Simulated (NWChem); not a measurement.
An input for [SiH5]− (SMILES [H][Si-]([H])([H])([H])[H])

The species is [SiH5]− (6 atoms), meant as a singlet with charge -1. SMILES: `[H][Si-]([H])([H])([H])[H]`. The shape is that of a GFN2-xTB optimisation.

```jsonl
{"atom": "Si", "x (Å)": "-0.0002", "y (Å)": "0.0002", "z (Å)": "0.0015"}
{"atom": "H", "x (Å)": "-0.0199", "y (Å)": "-0.0078", "z (Å)": "1.6399"}
{"atom": "H", "x (Å)": "0.0218", "y (Å)": "0.0079", "z (Å)": "-1.6424"}
{"atom": "H", "x (Å)": "1.4906", "y (Å)": "0.0118", "z (Å)": "0.0192"}
{"atom": "H", "x (Å)": "-0.7575", "y (Å)": "1.2851", "z (Å)": "-0.0026"}
{"atom": "H", "x (Å)": "-0.7347", "y (Å)": "-1.2973", "z (Å)": "-0.0155"}
```

Settings wanted:

```yaml
task: gradient
method: DFT
functional: CAM-B3LYP
basis_set: 3-21G
reference: RKS
relativity: none
integration_grid: xfine
SCF_convergence_threshold: 1e-08
iteration_cap: 100
module: dft
d_and_f_functions: spherical
```

Question: Write the NWChem 7.3.0 input and the command.

Answer: One that was run (others would do as well):

h5si.nw:
```
start h5si
memory 2200 mb
charge -1

geometry units angstrom noautosym nocenter noautoz
   Si   -0.000240    0.000230    0.001470
   H    -0.019890   -0.007790    1.639910
   H     0.021790    0.007860   -1.642440
   H     1.490630    0.011850    0.019200
   H    -0.757550    1.285100   -0.002620
   H    -0.734730   -1.297250   -0.015520
end

basis "ao basis" spherical bse
   * library 3-21G
end

dft
   xc xcamb88 1.00 lyp 0.81 vwn_5 0.19 hfexch 1.00
   cam 0.33 cam_alpha 0.19 cam_beta 0.46
   mult 1
   grid xfine
   convergence energy 1e-08
   direct
   iterations 100
   mulliken
end

task dft gradient
```

```bash
$ nwchem h5si.nw > h5si.out
```

Calculated total energy: -290.84389 Eh, largest force 0.886 eV/Å. Without diffuse functions such a state is poorly described.
